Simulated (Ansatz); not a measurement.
A made-up structure of CH5NSi, singlet:

```
8
angstrom
C -1.0036 0.5370 -0.9924
N -0.1799 -0.3835 -0.7580
Si 0.7808 -0.4832 0.6932
H 1.2199 0.7674 1.2027
H -1.2071 1.3773 -0.3084
H 0.5115 0.6498 1.6301
H 2.2107 -0.4707 0.2977
H 0.4648 -1.7679 1.3644
```

It is relaxed with PBE-D4/def2-SVP and then PBE0-D4/def2-TZVP (Ansatz 0.2.0). Atoms count as bonded within 1.22 times the sum of their covalent radii (H–H: 0.88 Å). The end point is not checked to be a true minimum.

(1) Does its bonding change? (Judge from chemistry; the calculation decides.)

Results:

(1) By the calculation: Yes. Formed: none; broken: Si3–H4, Si3–H6.

Where it ends: The first stage lowers the energy by 4.46 eV in 42 steps. It ends as a complex of CH₃NSi ([CH][N][SiH2]) + H₂:
```
8
angstrom
C -0.6596 0.7208 -0.5286
N 0.0045 -0.1591 -0.2070
Si 1.1855 -1.3384 0.6251
H 0.6010 2.0994 2.1235
H -1.2674 1.5546 -0.8037
H 0.8984 1.4123 2.0745
H 1.8723 -1.6121 -0.6961
H 0.1624 -2.4513 0.5417
```

Labels in which every atom is bracketed show which atoms are joined, not bond orders.

For scale, one of the runs: PBE0-D4/def2-TZVP relaxation, 129 basis functions, launched by `ansatz run in.yaml --threads 2 --pin off --events-out ev --progress --plain --max-ram 4352MiB`. Hardware: 2 CPU threads of an Arm Neoverse V1, shared host. Wall time about 34 s.
